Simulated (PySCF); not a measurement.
## Electron affinity of C by level of theory

C⁻ [He] 2s2 2p3 (4S) → C [He] 2s2 2p2 (3P), as a difference of total energies. Computed with PySCF 2.14 in aug-cc-pCVTZ-DK with one added diffuse shell each of s, p, d, f type (8s7p5d3f, 75 functions), with scalar relativity by spin-free X2C-1e. Correlated levels: valence: 1s2 frozen. The calculations carry no spin-orbit coupling.

```
           method  electron affinity (eV)  error (eV)
              UHF                   0.451      -0.811
    MP2 (valence)                   1.266      +0.004
SCS-MP2 (valence)                   0.974      -0.288
   CCSD (valence)                   1.149      -0.113
CCSD(T) (valence)                   1.222      -0.040
```

Reference: 1.262 eV (measured; photodetachment measurements, as compiled on the Wikipedia data page of electron affinities).

Errors of the correlated levels include the incompleteness of this basis and the frozen core.
